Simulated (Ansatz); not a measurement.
C₆H₁₂, SMILES `C=C(CC)CC`, relaxed with RKS PBE-D4/def2-SVP in the Gaussian-basis code of Ansatz from a rough embedded geometry. The force threshold is 0.03 eV/Å; the program also tests the step.

Total charge 0; spin multiplicity 1.

Start:

```xyz
18

C    -0.673    1.785    0.069
C    -0.216    0.544    0.024
C    -0.690   -0.513    0.983
C    -1.767   -1.393    0.346
C     0.815    0.116   -0.985
C     2.226    0.230   -0.404
H    -1.392    2.102    0.807
H    -0.350    2.536   -0.632
H    -1.102   -0.041    1.877
H     0.151   -1.141    1.286
H    -2.625   -0.789    0.060
H    -2.098   -2.156    1.048
H    -1.387   -1.888   -0.544
H     0.746    0.746   -1.874
H     0.635   -0.918   -1.285
H     2.965   -0.079   -1.139
H     2.332   -0.398    0.477
H     2.431    1.259   -0.116
```

Problem. By how much does the energy fall, and how many steps does the optimiser take? (Estimate.)

Solution. Computed: 3.60 kcal/mol, in 20 steps, 2 of them rejected.

Problem. Which bonds change most? (An estimate is asked.)

Solution. The calculation gave: C1–C2 from 1.323 to 1.349 Å; C1–H8 from 1.077 to 1.103 Å; C1–H7 from 1.077 to 1.102 Å; C5–H15 from 1.092 to 1.115 Å.

Problem. Give the relaxed structure. (Estimate.)

Solution. Computed: 
```xyz
18

C    -0.794    2.019    0.059
C    -0.302    0.763    0.022
C    -0.742   -0.283    1.027
C    -1.350   -1.546    0.397
C     0.712    0.347   -1.025
C     2.034   -0.184   -0.448
H    -1.537    2.324    0.814
H    -0.470    2.784   -0.666
H    -1.471    0.178    1.726
H     0.133   -0.578    1.652
H    -2.219   -1.294   -0.246
H    -1.703   -2.248    1.179
H    -0.616   -2.094   -0.229
H     0.914    1.213   -1.690
H     0.262   -0.438   -1.675
H     2.750   -0.425   -1.260
H     1.888   -1.108    0.148
H     2.512    0.569    0.214
```
